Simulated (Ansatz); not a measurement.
The first iterations of a band of ClH3Si + H2O (8 atoms, charge 0, multiplicity 1).

Level of theory: RKS PBE/def2-SVP in Ansatz.

- movable images: 5
- climbing image: yes
- spring: 5.0 eV/Å²
- optimiser: quadratic models (default)
- start path: through a guess of the saddle point
- force threshold: 0.2 eV/Å
- iteration limit: 60
- end points: relaxed

Image 0:

```xyz
8
Properties=species:S:1:pos:R:3
Si 0.330 0.037 -0.052
Cl 0.297 -0.147 2.046
H 1.788 0.047 -0.419
H -0.300 1.326 -0.467
H -0.308 -1.165 -0.675
O -2.586 0.047 0.737
H -2.763 -0.912 0.707
H -2.116 0.137 1.591
```

Image 6:

```xyz
8
Properties=species:S:1:pos:R:3
Si -0.302 -0.082 -0.520
Cl -0.709 0.753 3.233
H 0.916 -0.829 -0.053
H -0.078 1.395 -0.478
H -0.637 -0.527 -1.918
O -1.637 -0.354 0.508
H -1.936 -1.280 0.569
H -1.275 0.295 2.127
```

| iteration | highest image above the first end (eV) | largest band force component (eV/Å) |
| --- | --- | --- |
| 1 | 2.611 | 3.689 |
| 2 | 1.440 | 1.939 |
| 3 | 1.134 | 1.817 |

Q: Does the band converge within its limit, and where does its top end?

A: It converged. It ended after 9 iterations with the highest image 0.786 eV above the first end. The threshold of 0.2 eV/Å is loose, so the images may lie well off the minimum-energy path. The order of the stationary point at the top wasn't checked. The orbitals stay closed-shell, which can raise the energy where a bond breaks towards radicals; this wasn't checked here.

The run took 89 s on 1 thread of Arm Neoverse V1, on a shared host, peak memory 0.15 GiB.
